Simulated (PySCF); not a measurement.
Gas-phase thermal properties of C₃H₇ (n-propyl)

Method: PySCF energies (xtb for GFN2) plus ideal-gas RRHO corrections (1 bar). Table values come from the NASA 1993 polynomials. 6-31G* has spherical d functions here. Open shells (unrestricted): C₃H₇ (n-propyl) (multiplicity 2). GFN2 has no spin-polarisation term. B3LYP is the form with VWN-RPA correlation. No R ln 2 is added for the mirror-image form of C₃H₇ (n-propyl). The harmonic model lacks anharmonicity and excited electronic states, which grow with temperature; levels with a mode under 35 cm⁻¹ are left out. Internal rotation in C₃H₇ (n-propyl) is treated as a harmonic vibration of one conformer, which makes the entropy rough. The table's entry may be an old estimate for C₃H₇ (n-propyl) (not checked at source). Warning, point group unlike the PBE0 one: C₃H₇ (n-propyl) (GFN2-xTB).

| level | point group | σ | ZPE (kJ/mol) | S°298 (J/mol/K) | Cp298 (J/mol/K) | S°1000 (J/mol/K) | H1000 − H298 (kJ/mol) |
|---|---|---|---|---|---|---|---|
| table | - | - | - | 289.6 | 71.2 | 427.1 | 86.1 |
| B3LYP/6-31G* | C1 | 1 | 233.0 | 286.9 | 73.9 | 426.9 | 87.6 |
| GFN2-xTB | Cs | 1 | 227.2 | 296.0 | 74.8 | 437.8 | 88.7 |
| HF/6-31G* | C1 | 1 | 247.7 | 282.8 | 70.5 | 416.6 | 83.9 |
| PBE/def2-SVP | C1 | 1 | 224.4 | 288.2 | 76.1 | 432.5 | 90.1 |
| PBE0/def2-TZVP | C1 | 1 | 231.7 | 288.2 | 74.2 | 429.1 | 88.1 |
σ: rotational symmetry number. Electronic degeneracy used: 2. Frequencies are unscaled.
